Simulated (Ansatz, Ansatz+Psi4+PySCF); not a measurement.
```xyz
3

Al    1.4500    0.0000    0.0000
Al   -0.7250    1.2557    0.0000
Al   -0.7250   -1.2557    0.0000
```

Basis set: cc-pV(T+d)Z (spherical functions). Left uncorrelated: 15 orbitals. Correlation on ROHF uses semicanonical orbitals with singles. Charge 0, multiplicity 2.

Computed with Ansatz (development build ahead of 0.2.0); each method stands on the lowest determinant of its kind that the runs found.

Give the atomization energy at this shape (free ground-state atoms in the same class of orbitals less the molecule, no zero-point energy) of doublet Al3 by ROHF-MP2, UHF-MP2, UHF-CCSD(T), UHF-CCSD, UHF.

```csv
method,atomization energy
ROHF-MP2,372.0 kJ/mol
UHF-MP2,297.3 kJ/mol
UHF-CCSD(T),314.2 kJ/mol
UHF-CCSD,277.0 kJ/mol
UHF,161.6 kJ/mol
```

Caution for ROHF-MP2: an unrestricted determinant lies well below. Caution for UHF-MP2, UHF-CCSD(T), UHF-CCSD: large amplitudes, a single reference is doubtful. Caution for UHF-MP2, UHF-CCSD(T), UHF-CCSD, UHF: the determinant breaks the point group; the unrestricted determinant is a mixture of spin states.
